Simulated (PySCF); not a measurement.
Species: C₄H₃N₂ (doublet state).
Geometry (GFN2-xTB, Å), atoms numbered from 1 in this order:
```
atom  x, y, z in Å
N1    -1.797    1.270    1.528
C2    -1.368    0.475    0.830
C3    -0.808   -0.522   -0.054
C4     0.589   -0.224   -0.375
C5     1.682    0.501   -0.291
N6     1.660   -0.709   -1.109
H7    -0.865   -1.510    0.418
H8    -1.390   -0.565   -0.982
H9     2.313    1.291    0.010
```

The hyperfine couplings belong to this conformer and change with its torsions.

Identity: `N#CC[C]1C=N1` [radical].

Method: UKS B3LYP, pcH-1 on C H N, non-relativistic, mean-field spin-orbit, GIAO in PySCF. Geometry: GFN2-xTB, one conformer, isolated molecule. A GFN2-xTB geometry isn't a minimum of the functional, and hyperfine couplings can be far from their values at a DFT geometry. The SCF solution wasn't tested for stability.

(1) Where do the isotropic ENDOR lines of N6, H9 and H7/H8 fall at 339.6 mT, to first order?

(2) Which pairs are centred on the nuclear Larmor frequency, and which on half the coupling?

## Answers

(1) ν± = |νn ± a/2|, one line for each electron-spin manifold; νn = |g_N| × 7.62259 MHz/T × B.

| nuclei | isotope | g_N | νn (MHz) | a_iso (MHz) | lower line (MHz) | upper line (MHz) |
| --- | --- | --- | --- | --- | --- | --- |
| N6 | 14N | 0.4038 | 1.05 | 27.27 | 12.59 | 14.68 |
| H9 | 1H | 5.5857 | 14.46 | -32.85 | 1.96 | 30.88 |
| H7/H8 | 1H | 5.5857 | 14.46 | 1.79 | 13.56 | 15.36 |

(2) Centred on νn, since |a| < 2νn: H7/H8. Centred on |a|/2 and split by 2νn: N6 and H9.

The Mulliken spin populations are largest on N6 (+0.76), C5 (+0.31) and C4 (-0.06).

The SMILES draws the unpaired electron on C4; the largest computed Mulliken spin population is on N6 (0.76 against -0.06).
